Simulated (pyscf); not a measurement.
`[NH2][SiH]([NH2])[NH2]` + `[FH]` → `[NH3]` + `[NH2][SiH]([NH2])[F]`, a four-centre exchange (singlet surface; N–Si, F–H broken, H–N, F–Si formed). Structures and frequencies: ωB97X-D3(BJ)/def2-SVP in PySCF. Energies in kcal/mol from the separated reactants.

Small-basis levels: PySCF, no dispersion term, spherical d functions. 

### Question
Quick HF/3-21G single points give ΔE‡ = -7.9 kcal/mol and ΔE = -28.8 kcal/mol. What does ωB97M-D3(BJ)/def2-TZVP give, and how far is the quick result from it?

### Answer
ωB97M-D3(BJ)/def2-TZVP gives ΔE‡ = 1.6 kcal/mol and ΔE = -23.9 kcal/mol. HF/3-21G lies 9.5 kcal/mol under it in the barrier and 4.9 kcal/mol under it in the reaction energy, so on this step it does not hold to within 3.0 kcal/mol. At HF/3-21G this geometry lies under one side, so its ΔE‡ may be no barrier of that level. ωB97M-D3(BJ)/def2-TZVP has limits of its own. On the reactant side the descent ends in a bound adduct, 13.5 kcal/mol under the separated species and 15.2 kcal/mol under the saddle at ωB97X-D3(BJ)/def2-TZVP. One saddle was located; it need not be the lowest between these sides.
